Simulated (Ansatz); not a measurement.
The cluster Na₂Cl was relaxed with PBE0-D4 (def2-TZVP) in Ansatz in these states: charge +1 singlet, neutral doublet, neutral quartet. The geometries follow in no particular order.

A:

Cartesian coordinates in Å:
```
Na 0.795 -1.241 1.917
Na -2.320 0.563 -0.383
Cl 1.526 0.678 -1.534
```

B:

```xyz
3

Na    1.400    0.616    0.841
Na   -0.403   -1.435   -0.909
Cl   -0.997    0.818    0.068
```

C:

```tsv
atom	x (Å)	y (Å)	z (Å)
Na1	1.089	-2.056	-0.819
Na2	-1.091	2.056	0.817
Cl3	0.002	0.000	0.003
```

Task: Judge from the bond lengths which geometry belongs to which state (an estimate).

Result: A is the neutral quartet (Na1–Na2 4.272 Å, Na2–Cl3 4.017 Å, Na1–Cl3 4.016 Å); B is the neutral doublet (Na1–Na2 3.243 Å, Na2–Cl3 2.526 Å, Na1–Cl3 2.526 Å); C is the charge +1 singlet (Na1–Na2 4.934 Å, Na2–Cl3 2.467 Å, Na1–Cl3 2.467 Å).

At PBE0-D4/def2-TZVP a doublet lies 4.78 eV below the neutral quartet. These are the stationary points nearest to one start from a short search; other shapes may lie lower in each state. The neutral quartet has come apart into loosely held pieces.
